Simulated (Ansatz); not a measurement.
**fcc Hf (model structure)**

Computed with LDA in Ansatz (plane waves, PAW).

Numerical settings: plane-wave cutoff 500 eV, 28×28×28 k mesh, Fermi–Dirac smearing 0.1 eV, scalar-relativistic PAW data made under PBE.

Cell (relaxed at this level):

```cif
data_Hf
_chemical_formula_sum 'Hf1'
_space_group_name_H-M_alt 'P 1'
_space_group_IT_number 1
_cell_length_a 3.08532
_cell_length_b 3.08532
_cell_length_c 3.08532
_cell_angle_alpha 60.000
_cell_angle_beta 60.000
_cell_angle_gamma 60.000
loop_
_space_group_symop_operation_xyz
  'x, y, z'
loop_
_atom_site_label
_atom_site_type_symbol
_atom_site_fract_x
_atom_site_fract_y
_atom_site_fract_z
_atom_site_occupancy
Hf1 Hf 0.00000 0.00000 0.00000 1
```

For fcc Hf (model structure), the band gap is zero (no gap).

Note: the relaxation could raise the start's symmetry but not lower it, so the cell can be a saddle point.

Spin–orbit coupling is not included.

Static lattice: no zero-point or thermal effects.

A model structure was made by putting elements into a prototype or built by hand; it is no filed structure, need not be a known phase, and can be a saddle point held by its symmetry.

Ansatz is a quantum-chemistry and plane-wave program.
